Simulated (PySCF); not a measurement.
# Gas-phase XPS of thietane, computed

Thietane, C₃H₆S.
Z-matrix (Å and degrees, PBE0-D3(BJ)/def2-SVP geometry), rows numbered from 1:
```
C 
C   1  1.5334
S   2  1.8402  1   91.03
C   1  1.5328  2   95.78  3    19.56
H   1  1.1022  2  116.04  3   142.28
H   1  1.0999  2  110.08  3   -94.36
H   2  1.0994  1  116.85  3   118.47
H   2  1.1014  1  113.42  3  -113.43
H   4  1.1013  1  113.41  2    93.70
H   4  1.0995  1  116.84  2  -138.16
```

Method: delta-SCF UKS SCAN, pcX-2 on the ionised atom, pcseg-1 elsewhere, spin-free X2C in PySCF 2.14.0. Each binding energy is the total energy of the core-ionised species, with the hole localised on one atom, minus that of the ground state; both are solved self-consistently, so orbital relaxation is included.

**Question.** List the computed XPS lines with their assignment.

**Answer.** 
```csv
atom(s),bonded to,level,binding energy (eV),above the level's lowest (eV),count
S3,2 C,S 1s,2476.73,0.00,1
C2/C4,"S, C and 2 H",C 1s,291.22,+0.10,2
C1,2 C and 2 H,C 1s,291.12,0.00,1
```

The 2 C 1s values lie within 0.10 eV of each other; Gaussian lines of 0.5 eV full width would blend them into one maximum.

**Question.** Express the binding energy of C 1s of C1 in atomic units and per mole.

**Answer.** 291.12 eV = 10.6985 Eh = 28089 kJ/mol.

The first atom of each set that the bonding makes equivalent was ionised and stands for the set. Not every level is listed. Geometry: PBE0-D3(BJ)/def2-SVP; no solvent, vibrations or thermal averaging.
